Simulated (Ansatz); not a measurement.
```yaml
crystal:
  periodic: [false, false, false]
  atoms:
    - {symbol: B, position_ang: [-0.800021, 0.742456, -1.086222]}
    - {symbol: N, position_ang: [0.054923, 0.579126, -0.102888]}
    - {symbol: Si, position_ang: [0.481904, -0.843102, 0.777867]}
    - {symbol: H, position_ang: [-1.270484, -0.041634, -1.566049]}
    - {symbol: Xx, position_ang: [-0.933825, 1.936113, -1.555521]}
    - {symbol: H, position_ang: [0.421141, 1.552388, 0.316001]}
    - {symbol: H, position_ang: [2.072745, -1.201448, 0.735056]}
    - {symbol: H, position_ang: [-0.141915, -1.895211, 0.164306]}
    - {symbol: H, position_ang: [0.358618, -0.797135, 2.190374]}
basis:
  gaussian: {orbitals: pcseg-2, point_charges: [{charge: 0.50, position_ang: [5.254, -0.396, -0.754]}]}
hamiltonian: {xc: {name: wB97X}}
accuracy: high
output: {forces: true}
```

```sh
$ ansatz run in.yaml --threads 4 --pin off --events-out ev --progress --plain --max-ram 10444MiB
```

Shortened log:

```
Error: YAML parse error: error: line 8 column 16: `Xx` is not an element symbol (H … Og, case-exact)
 6 |     - {symbol: Si, position_ang: [0.481904, -0.843102, 0.777867]}
 7 |     - {symbol: H, position_ang: [-1.270484, -0.041634, -1.566049]}
 8 |     - {symbol: Xx, position_ang: [-0.933825, 1.936113, -1.555521]}
 9 |     - {symbol: H, position_ang: [0.421141, 1.552388, 0.316001]}
10 |     - {symbol: H, position_ang: [2.072745, -1.201448, 0.735056]}
```

In this input an element symbol is wrong. The input was rejected before any iteration.
